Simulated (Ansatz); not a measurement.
**CCSD(T) against full CI for several species**

Each species is computed at the geometry given (Å), with frozen cores, in Ansatz 0.2.0: RHF-CCSD(T) for singlets, UHF-CCSD(T) otherwise, and full CI in the same basis. The program picks the determinant by a search with trial CCSD, so it needn't be the lowest Hartree–Fock solution. States: Mg2H2⁺ (H-bridged) quartet B3g, HAlGa⁺ singlet Σ⁺, OF⁺ triplet Σ⁻ or Δ, HBeB singlet A'. Cases whose determinant has another symmetry than full CI's state, or lies over 0.5 eV above the lowest of its kind, whose (Q) step broke down or whose higher cluster runs on it stay over 0.1 eV above full CI weren't drawn. No relativity is included.

Task: Judging by size, spin and bonding, rank them by the size of CCSD(T)'s error in total energy against full CI in the same basis, smallest first (an estimate).
A. OF⁺, triplet, 6-31G: O 0.000 0.000 0.000; F 0.000 0.000 1.208
B. HAlGa⁺, singlet, cc-pVDZ: Al 0.000 0.000 0.350; Ga 0.000 0.000 -2.321; H 0.000 0.000 1.971
C. HBeB, singlet, 6-31G: B 0.639 0.000 0.752; Be -0.784 0.000 -0.714; H 0.153 0.000 -1.679
D. Mg$_{2}$H$_{2}$⁺ (H-bridged), quartet, cc-pVDZ: Mg 0.000 0.000 1.428; Mg 0.000 0.000 -1.428; H 0.000 1.252 0.000; H 0.000 -1.252 0.000

Result: D (15.1 meV), B (23.8 meV), C (41.9 meV), A (61.0 meV).

| species | basis | correlated electrons | CCSD(T) − full CI (meV) | CCSDT(Q) − full CI (meV) | unpaired electrons (full CI) | T1 | ⟨S²⟩ of the determinant |
| --- | --- | --- | --- | --- | --- | --- | --- |
| Mg2H2⁺ (H-bridged), quartet | cc-pVDZ | 5 | 15.1 | -1.3 | 3.03 | 0.028 | 3.81 |
| HAlGa⁺, singlet | cc-pVDZ | 6 | 23.8 | 1.2 | 0.14 | 0.015 | 0.00 |
| HBeB, singlet | 6-31G | 6 | 41.9 | 2.6 | 0.33 | 0.068 | 0.00 |
| OF⁺, triplet | 6-31G | 12 | 61.0 | -7.8 | 2.05 | 0.048 | 2.03 |

Unpaired electrons are Σ n²(2−n)² over natural occupations; an open shell counts its own unpaired electrons too. Frozen cores follow each run's orbitals, which moves totals by a few meV. RHF is unstable for HAlGa⁺, singlet in cc-pVDZ: UHF reaches ⟨S²⟩ = 0.15. RHF is unstable for HBeB, singlet in 6-31G: UHF reaches ⟨S²⟩ = 0.80.
